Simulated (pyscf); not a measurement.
A first-order saddle from PySCF, ωB97X-D3(BJ)/def2-SVP:

```
C
H 1 1.0970
H 1 1.0970 2 115.60
H 1 1.0970 2 115.60 3 139.52
Au 1 2.0893 2 102.29 4 110.24
H 1 1.7950 2 77.71 4 -69.76
```
Charge 0, spin multiplicity 2.

Surface: doublet, charge 0. Lowest wavenumbers (cm⁻¹): 1127i, 330, 331, 461, 927.

Task: What reaction is this the transition state of?

Result: H₃C–Au + H• <-> CH₄ + Au•, a substitution at C read from left to right: Au–C broken and C–H formed. At CCSD(T)/def2-TZVPP + ΔMP2(QZVPP) it lies +0.23 eV from the left side and +2.28 eV from the right (each side as separated species at their lowest minima found). The reactants may also form a dative adduct at H₃C–Au; it and routes through it were not searched. One saddle was located; it need not be the lowest between these sides. The angle at the attacked C is 180°. The CCSD(T) − MP2 part came from Ansatz, without density fitting, on the same reference. A UHF reference is spin-contaminated (<S²> up to 0.92), which harms MP2 most. The frozen core leaves the outer d or s,p core shells of the metals and heavy elements correlated in the MP2 and CC values, and def2-TZVPP describes them poorly, which can shift differences by a few kcal/mol. Open-shell species with a d-block atom are single-reference here; other states, and whether the spin sits on metal or ligand, were not checked. Elements past Kr carry the def2 core potentials, without spin-orbit coupling.
